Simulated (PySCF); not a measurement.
# C5H10O− (doublet): open-shell or spin-flip excitations

Wanted: open-shell or spin-flip excitations for C5H10O− (doublet) (`CC(C)(C)[CH][O-]`).

Programs: PySCF 2.14.0, with routines of our own; each step states its level. All values are computed. Atoms count from 0.

## (1) The starting structure

16 atoms, charge -1, multiplicity 2; geometry from: GFN2-xTB.

## (2) Open-shell or spin-flip excitations: unrestricted TDDFT wB97X-D/def2-SVPD in water

What the job is given:

```
{"job": {"kind": "uabs", "xc": "wB97X-D", "basis": "def2-SVPD", "nstates": 10, "tda": false, "solvent": "water", "pol": false}, "charge": -1, "multiplicity": 2}
C     -0.822576    -0.737371     0.976572
C     -0.036657     0.057164    -0.100146
C      0.813798     1.111252     0.612743
C      0.869899    -0.926316    -0.850285
C     -0.971619     0.763991    -1.077209
O     -1.624600     1.842983    -0.723695
H     -0.157946    -1.225619     1.700212
H     -1.437881    -1.501438     0.501628
H     -1.479619    -0.052357     1.507579
H      1.530283     1.550428    -0.080325
H      0.148366     1.901555     0.952873
H      1.358380     0.694718     1.465145
H      0.269823    -1.677583    -1.363860
H      1.551888    -1.438358    -0.164948
H      1.460487    -0.400047    -1.599205
H     -1.479623     0.045945    -1.768490
```

With the program's defaults for keys left out, this is: unrestricted TDDFT wB97X-D/def2-SVPD, vertical, IEF-PCM water (non-equilibrium linear response), core orbitals frozen in the response.

Command:

```bash
$ OMP_NUM_THREADS=1 python excited_run.py task.json out
```

This one command runs all jobs of the session in turn.

Log:

```text
coarse grid: 12720 points
cycle   1  E = -271.3581959903  dE =  4.750e-01  |g| = 5.978e-01  |ddm| = 4.887e+00
cycle   2  E = -271.2251090856  dE =  1.331e-01  |g| = 8.765e-01  |ddm| = 2.963e+00
cycle   3  E = -271.5190704611  dE = -2.940e-01  |g| = 5.572e-02  |ddm| = 1.840e+00
cycle   4  E = -271.5205913731  dE = -1.521e-03  |g| = 2.773e-02  |ddm| = 2.588e-01
cycle   5  E = -271.5210508287  dE = -4.595e-04  |g| = 5.919e-03  |ddm| = 1.258e-01
cycle   6  E = -271.5210990822  dE = -4.825e-05  |g| = 2.825e-03  |ddm| = 8.889e-02
cycle   7  E = -271.5211126496  dE = -1.357e-05  |g| = 1.322e-03  |ddm| = 6.608e-02
cycle   8  E = -271.5211180610  dE = -5.411e-06  |g| = 5.319e-04  |ddm| = 6.322e-02
final grid: 120968 points
cycle   9  E = -271.5693229958  dE = -1.251e-04  |g| = 3.344e-03  |ddm| = 1.720e-01
cycle  10  E = -271.5693306462  dE = -7.650e-06  |g| = 2.590e-03  |ddm| = 3.856e-02
cycle  11  E = -271.5693343457  dE = -3.700e-06  |g| = 1.080e-03  |ddm| = 1.151e-02
cycle  12  E = -271.5693359322  dE = -1.586e-06  |g| = 6.092e-04  |ddm| = 1.881e-02
cycle  13  E = -271.5693365846  dE = -6.523e-07  |g| = 2.837e-04  |ddm| = 1.389e-02
cycle  14  E = -271.5693368770  dE = -2.925e-07  |g| = 5.986e-05  |ddm| = 1.607e-02
cycle  15  E = -271.5693368900  dE = -1.298e-08  |g| = 2.594e-05  |ddm| = 3.591e-03
cycle  16  E = -271.5693368915  dE = -1.514e-09  |g| = 1.075e-05  |ddm| = 1.225e-03
cycle  17  E = -271.5693368918  dE = -3.238e-10  |g| = 3.615e-06  |ddm| = 7.054e-04
converged SCF energy = -271.5693368918

<S^2> of the reference = 0.7548 (exact 0.7500)

Excitations
state   eV       nm        f      <S^2>   main configurations
  1   3.0151    411.2   0.01074   0.762   Ha->La 0.73, Ha->L+2a 0.11
  2   3.9312    315.4   0.00425   0.779   Hb->Lb 0.53, Hb->L+1b 0.18, Ha->L+1a 0.14
  3   3.9758    311.8   0.00885   0.770   Ha->L+1a 0.36, Ha->L+2a 0.25, Hb->Lb 0.14, Ha->L+4a 0.12
  4   4.1831    296.4   0.00227   0.765   Ha->L+2a 0.32, Ha->L+1a 0.27, Ha->La 0.21
  5   4.2506    291.7   0.04193   0.764   Ha->L+3a 0.57, Ha->L+6a 0.14, Ha->L+5a 0.12
  6   5.1668    240.0   0.01240   0.767   Ha->L+4a 0.73
  7   5.2168    237.7   0.02813   0.764   Ha->L+6a 0.32, Ha->L+5a 0.24, Ha->L+3a 0.12, Ha->L+2a 0.11
  8   5.4836    226.1   0.00642   0.769   Ha->L+5a 0.49, Ha->L+6a 0.34
  9   5.5651    222.8   0.00591   0.772   Ha->L+7a 0.70, Ha->L+3a 0.09
 10   5.7449    215.8   0.00451   1.978   Hb->L+1b 0.41, Hb->L+2b 0.22, Hb->Lb 0.20
```

Run time: 2.4 min. Hardware: 1 thread of AMD EPYC, shared host; peak memory 0.85 GiB.

From this job:

| quantity | value |
| --- | --- |
| ⟨S²⟩ | 0.755 |

Löwdin spin populations:

C0 0.04; C1 0.04; C2 0.01; C3 0.01; C4 0.51; O5 0.32; H6 0.01; H7 0.00; H8 0.00; H9 0.00; H10 0.00; H11 0.00; H12 0.00; H13 0.00; H14 0.01; H15 0.05

With diffuse functions Löwdin's scheme smears the spin, so small populations can have the wrong sign.

## (3) Open-shell or spin-flip excitations: unrestricted TDDFT wB97X-D/def2-SVPD

Settings changed since step 2:

```diff
@@ -1,2 +1,2 @@
-{"job": {"kind": "uabs", "xc": "wB97X-D", "basis": "def2-SVPD", "nstates": 10, "tda": false, "solvent": "water", "pol": false}, "charge": -1, "multiplicity": 2}
+{"job": {"kind": "uabs", "xc": "wB97X-D", "basis": "def2-SVPD", "nstates": 10, "tda": false}, "charge": -1, "multiplicity": 2}
 C     -0.822576    -0.737371     0.976572
```

With the program's defaults for keys left out, this is: unrestricted TDDFT wB97X-D/def2-SVPD, vertical, gas phase, core orbitals frozen in the response.

Log:

```text
coarse grid: 12720 points
cycle   1  E = -271.2291452878  dE =  6.035e-01  |g| = 6.249e-01  |ddm| = 4.879e+00
cycle   2  E = -270.4976003409  dE =  7.315e-01  |g| = 1.331e+00  |ddm| = 1.463e+02
cycle   3  E = -271.4051302632  dE = -9.075e-01  |g| = 1.525e-01  |ddm| = 1.450e+02
cycle   4  E = -271.4176654860  dE = -1.254e-02  |g| = 5.710e-02  |ddm| = 9.260e-01
cycle   5  E = -271.4197837524  dE = -2.118e-03  |g| = 1.157e-02  |ddm| = 5.438e-01
cycle   6  E = -271.4200164735  dE = -2.327e-04  |g| = 6.457e-03  |ddm| = 3.906e-01
cycle   7  E = -271.4200919356  dE = -7.546e-05  |g| = 3.456e-03  |ddm| = 2.193e-01
cycle   8  E = -271.4201226049  dE = -3.067e-05  |g| = 1.267e-03  |ddm| = 1.709e-01
cycle   9  E = -271.4201273065  dE = -4.702e-06  |g| = 5.685e-04  |ddm| = 6.164e-02
final grid: 120968 points
cycle  10  E = -271.4684520012  dE = -1.251e-04  |g| = 3.917e-03  |ddm| = 1.901e-01
cycle  11  E = -271.4684574387  dE = -5.437e-06  |g| = 3.816e-03  |ddm| = 5.257e-02
cycle  12  E = -271.4684637919  dE = -6.353e-06  |g| = 1.140e-03  |ddm| = 1.030e-02
cycle  13  E = -271.4684651008  dE = -1.309e-06  |g| = 6.226e-04  |ddm| = 1.713e-02
cycle  14  E = -271.4684657264  dE = -6.257e-07  |g| = 2.620e-04  |ddm| = 1.792e-02
cycle  15  E = -271.4684659454  dE = -2.190e-07  |g| = 6.468e-05  |ddm| = 1.601e-02
cycle  16  E = -271.4684659576  dE = -1.214e-08  |g| = 2.296e-05  |ddm| = 4.516e-03
cycle  17  E = -271.4684659587  dE = -1.161e-09  |g| = 9.456e-06  |ddm| = 1.575e-03
cycle  18  E = -271.4684659590  dE = -2.663e-10  |g| = 3.466e-06  |ddm| = 1.062e-03
converged SCF energy = -271.4684659590

Static polarisability (au): isotropic 84.919, principal 79.794 86.132 88.830

<S^2> of the reference = 0.7550 (exact 0.7500)

Excitations
state   eV       nm        f      <S^2>   main configurations
  1   1.9521    635.1   0.01114   0.761   Ha->La 0.84, Ha->L+3a 0.12
  2   2.8672    432.4   0.00733   0.762   Ha->L+1a 0.90
  3   2.9463    420.8   0.00303   0.760   Ha->L+3a 0.45, Ha->L+2a 0.23, Ha->L+4a 0.15, Ha->La 0.11
  4   3.0903    401.2   0.00771   0.761   Ha->L+2a 0.64, Ha->L+3a 0.21
  5   3.6383    340.8   0.00075   0.786   Hb->L+4b 0.27, Hb->L+1b 0.23, Hb->L+3b 0.21, Hb->L+2b 0.10
  6   3.7684    329.0   0.00638   0.763   Ha->L+4a 0.59, Ha->L+5a 0.18, Ha->L+3a 0.09
  7   3.9295    315.5   0.01360   0.764   Ha->L+5a 0.67, Ha->L+4a 0.15, Ha->L+3a 0.10
  8   4.0435    306.6   0.03851   0.765   Ha->L+6a 0.91
  9   4.5058    275.2   0.00357   0.764   Ha->L+8a 0.43, Ha->L+7a 0.37
 10   4.6447    266.9   0.01537   0.774   Ha->L+9a 0.55, Ha->L+7a 0.22, Ha->L+8a 0.11
```

It took 2.6 min on 1 thread of AMD EPYC, shared host; peak memory 0.76 GiB.

Warnings kept with the result: the highest occupied orbital has positive energy: the anion is not bound at this level.

From this job:

| quantity | value |
| --- | --- |
| ⟨S²⟩ | 0.755 |

## (4) What came out

```
                                                                                                     quantity                        value
lowest and brightest state of nearly pure spin, of 10 (step 2, unrestricted TDDFT wB97X-D/def2-SVPD in water)  3.02 eV; 4.25 eV, f = 0.042
         lowest and brightest state of nearly pure spin, of 10 (step 3, unrestricted TDDFT wB97X-D/def2-SVPD)  1.95 eV; 4.04 eV, f = 0.039
```

What this shows: States whose ⟨S²⟩ lies well above the reference's are mixtures of spin states, an artefact of the unrestricted response, and are left out of the summary. For an anion in the gas phase, states above the energy of detachment are held by the basis alone, so excitations and responses hang on it. The lowest state of nearly pure spin runs from 1.95 to 3.02 eV over the runs.
